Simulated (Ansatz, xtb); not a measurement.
# Relative energy of two isomers of C2H5B+

Structure I is the doublet with the links of `[BH+][CH]C` and structure II is the doublet with the links of `[CH2][B+]C`. Both are isolated ions in the gas phase, relaxed with r2SCAN-D4/def2-SVP; the shapes shown needn't be the lowest conformers.

I (Å):

```tsv
atom	x (Å)	y (Å)	z (Å)
C	-1.4692	-1.1349	1.5909
C	-0.7376	-1.8016	0.5017
B	-2.9025	-0.9201	1.7414
H	-4.0652	-0.7319	1.8886
H	-0.8592	-0.7328	2.4241
H	0.0196	-1.0969	0.0989
H	-0.1200	-2.6158	0.9347
H	-1.3634	-2.1903	-0.3094
```

II (Å):

```yaml
atoms:
  - { symbol: C, position_ang: [-2.7498, -0.9743, 2.0297] }
  - { symbol: C, position_ang: [-0.4125, -1.7328, 0.4065] }
  - { symbol: B, position_ang: [-1.5807, -1.3512, 1.2249] }
  - { symbol: H, position_ang: [-3.3558, -1.7195, 2.5662] }
  - { symbol: H, position_ang: [-3.0746, 0.0714, 2.1355] }
  - { symbol: H, position_ang: [-0.3139, -1.0496, -0.4607] }
  - { symbol: H, position_ang: [0.5280, -1.6998, 0.9897] }
  - { symbol: H, position_ang: [-0.5457, -2.7604, 0.0126] }
```

Problem. Which of the two would you expect CCSD(T)/def2-SVP + ΔMP2/def2-TZVPP electronic energies to favour?

Solution. Structure II; the calculation gives E(II) − E(I) = −81.3 kJ/mol.

How the difference moves with the method:

```tsv
level	geometry	E(II) − E(I) (kJ/mol)	departure from the last row (kJ/mol)	job, with rough time for the two
GFN2-xTB	GFN2-xTB	−7.0	+74.3	optimisation, 0.57 s
HF/STO-3G	GFN2-xTB	−94.8	−13.5	single point, 1.4 s
r2SCAN-D4/def2-SVP//GFN2-xTB	GFN2-xTB	−89.4	−8.0	single point, 9.6 s
r2SCAN-D4/def2-SVP	r2SCAN-D4/def2-SVP	−88.3	−7.0	optimisation, 98 s
HF/def2-SVP	r2SCAN-D4/def2-SVP	−85.7	−4.4	part of the CCSD(T) run
MP2/def2-SVP	r2SCAN-D4/def2-SVP	−84.5	−3.2	part of the CCSD(T) run
CCSD(T)/def2-SVP	r2SCAN-D4/def2-SVP	−81.1	+0.2	single point
CCSD(T)/def2-SVP + ΔMP2/def2-TZVPP	r2SCAN-D4/def2-SVP	−81.3		single point, 36 s
```

As drawn, II has 1 C–B, 1 C–H in place of 1 C–C, 1 B–H.

The levels shown agree on the order. The largest departure from CCSD(T)/def2-SVP + ΔMP2/def2-TZVPP is that of GFN2-xTB, 74.3 kJ/mol. A small imaginary or near-zero mode remains, so no thermal terms are given. The last row adds to CCSD(T) the change of the MP2 difference between the two basis sets, here −0.2 kJ/mol.

Open shells are spin-unrestricted. The correlated steps freeze 3 core orbitals. Codes used: Ansatz 0.2.0, xtb 6.7.1; the last row on 1 thread of Intel(R) Xeon(R) Processor @ 2.50GHz (Skylake/Cascade Lake) on a shared host.
